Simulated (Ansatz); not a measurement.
Antifluorite Mg2Sn was calculated with rVV10 in Ansatz (PAW).

Run with plane-wave cutoff 520 eV, 10×10×10 k mesh, Fermi–Dirac smearing 0.01 eV, scalar-relativistic PAW data made under PBE.

Cell (relaxed at this level):

Mg2Sn has the cubic space group Fm-3m (No. 225), Pearson symbol cF12. Conventional cell: a = b = c = 6.833 Å, α = β = γ = 90.00°. Mg on 8c is surrounded by 4 Sn at 2.959 Å and 6 Mg at 3.416 Å. Sn on 4a sees 8 Mg at 2.959 Å (cubic). (Neighbours: up to the widest gap in distance over summed covalent radii, below 1.35, at either atom.)
(The calculation used a cell of 3 atoms; values per cell refer to that cell.)

Q: Predict the bulk modulus B0 and pressure derivative B′ of the bulk modulus.

A: 
bulk modulus B0: 39.3 GPa
pressure derivative B′ of the bulk modulus: 4.3

The run finds no gap.

Note: the gap of the solid is closed in this run; this level leaves the solid without a gap, although one is measured.

Spin–orbit coupling is not included; it can open a gap where bands touch, and shift volumes and moduli.

Computed values are for the static lattice.

Cost on a shared machine: about 70 core-seconds (a rough figure).

Ansatz is an electronic-structure program.
